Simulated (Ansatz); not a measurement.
Cartesian coordinates in Å:
```
C -1.4282 0.2824 0.5944
C -0.5662 -0.2706 -0.2504
C 0.8725 -0.0463 -0.2027
N 1.6898 -0.5645 -0.9963
F 1.2585 0.7846 0.7900
H -2.4897 0.0829 0.5159
H -1.0988 0.9466 1.3841
H -0.8831 -0.9362 -1.0440
H 2.6451 -0.2790 -0.7910
```

Charge 0, multiplicity 1.

List the PBE0/def2-TZVPP orbital energies in eV (Ansatz 0.2.0). (An estimate is asked.)

The calculation gave: Occupied: -674.65, -391.28, -281.69, -278.97, -278.88, -34.67, -25.89, -22.56, -18.61, -16.57, -15.00, -14.54, -13.76, -12.68, -11.84, -10.72, -9.90, -8.71, -8.10. Lowest empty: -1.48, 1.79, 1.94, 1.98, 2.57, 3.08, 4.04, 4.93.
